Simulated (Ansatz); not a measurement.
# Zinc, hcp: convergence with Gaussian smearing

Computed with Ansatz, r²SCAN, scalar-relativistic PAW, on the relaxed cell (a = 2.619 Å, c = 4.839 Å (c/a = 1.848); spin not included). Errors count from a run at 500 eV on a Γ-centred 23×23×11 mesh with Fermi-Dirac smearing of 0.1 eV, extrapolated to zero width. Fixed here: cutoff 500 eV, mesh 14×14×7. The SCF starts from atomic densities corrected by a trained network.

```
width (eV)  E(σ→0) error (meV/atom)  F error (meV/atom)  P (GPa)  SCF iterations
      0.01                      2.0                 2.0    -0.01               6
      0.03                      2.0                 1.9    -0.02               6
       0.1                      2.0                 1.7    -0.02               6
       0.2                      2.5                 0.5     0.03               6
       0.3                      2.8                -2.3     0.07               6
       0.6                      2.4               -17.3     0.24               6
       1.0                      3.6               -52.4     0.74               6
```
